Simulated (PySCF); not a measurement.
Molecule: `[SiH3]S`, H4SSi.

Atom-mapped SMILES (the numbers label the heavy atoms): `[SiH3:1][SH:2]` (H(Xn): hydrogen on atom n).

Geometry PBE0-D3(BJ)/def2-SVP throughout; GIAO in PySCF, gas phase, one conformer, non-relativistic; equivalent atoms averaged; basis pcSseg-2.

(1) How do the absolute shieldings σ depend on the functional? (ppm; last column core-seconds on shared hosts with different chips, so compare them loosely)

(2) Which nucleus moves most, in ppm?

Results:

(1) 
```csv
functional,kind,Si1,S2,H(Si1),H(S2),core-s
HF,Hartree–Fock,435.9,778.2,27.35,31.39,3.1
LDA,LDA,365.2,751.6,25.75,30.62,7.5
PBE,GGA,382.6,746.6,26.35,31.20,9
BLYP,GGA,369.8,720.5,26.61,31.54,8.7
BP86,GGA,380.3,742.1,26.42,31.29,9.2
OPBE,GGA,409.6,769.1,26.45,31.12,9.6
KT2,GGA,409.5,762.6,26.42,31.20,7.3
KT3,GGA,413.8,755.1,26.75,31.43,9.6
B97-D,GGA,392.8,737.4,26.71,31.46,9.5
B3LYP,global hybrid,382.4,736.4,26.74,31.43,8
PBE0,global hybrid,397.7,763.4,26.57,31.14,9.6
mPW1PW91,global hybrid,395.7,758.9,26.64,31.21,9.4
WP04,global hybrid,376.8,699.9,27.53,31.90,5
B97-2,global hybrid,402.4,757.8,26.76,31.29,4.6
BHandHLYP,global hybrid,401.1,753.8,26.96,31.34,4.9
CAM-B3LYP,range-separated hybrid,387.4,748.1,26.74,31.29,6.6
wB97X-D,range-separated hybrid,397.3,760.0,26.74,31.28,6.1
LC-wPBE,range-separated hybrid,402.8,775.6,26.81,31.17,7.9
```

(2) S2 (sulfur bonded to Si, H): from 699.9 ppm with WP04 to 778.2 ppm with HF. The smallest spread is 1.28 ppm, at H(S2).
